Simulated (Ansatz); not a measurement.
A calculation on cubic perovskite SrTiO₃ (cubic form, which distorts at low temperature) returned lattice constant a 3.915 Å, formation enthalpy -3.258 eV/atom.

For reference: lattice constant a 3.89 Å (measured, 0 K, cubic phase extrapolated to 0 K; as tabulated in Bilc et al. (2008), arXiv:0805.0753); formation enthalpy -3.416 eV/atom (measured, 0 K, at or extrapolated to 0 K by the table's caption; zero-point energies not removed; as tabulated in Aykol and Wolverton (2014), doi:10.1103/physrevb.90.115105).

**Question.** Which level of theory produced these numbers?
(A) r²SCAN+rVV10 (Ansatz, a quantum-chemistry and plane-wave program)
(B) PBE-D4 (Ansatz)
(C) r²SCAN (Ansatz)
(D) rVV10 (Ansatz)

**Answer.** B, PBE-D4 (Ansatz)

The others give: r²SCAN 3.907 Å, -3.458 eV/atom; r²SCAN+rVV10 3.897 Å, -3.532 eV/atom; rVV10 3.944 Å, -3.382 eV/atom.

Unless a cell is named, each level is at its own relaxed cell (PBE-D4 12.01, r²SCAN 11.93, r²SCAN+rVV10 11.84, rVV10 12.27 Å³/atom).

Caveats: a distance lies near a switch of the dispersion term, which can move the cell (PBE-D4); the relaxation could not lower the start's symmetry, so the cell can be a saddle point above a distorted one (r²SCAN, r²SCAN+rVV10, rVV10, PBE-D4). Ansatz's density-functional and Hartree–Fock values are scalar-relativistic unless marked +SOC, with PAW data made under PBE.
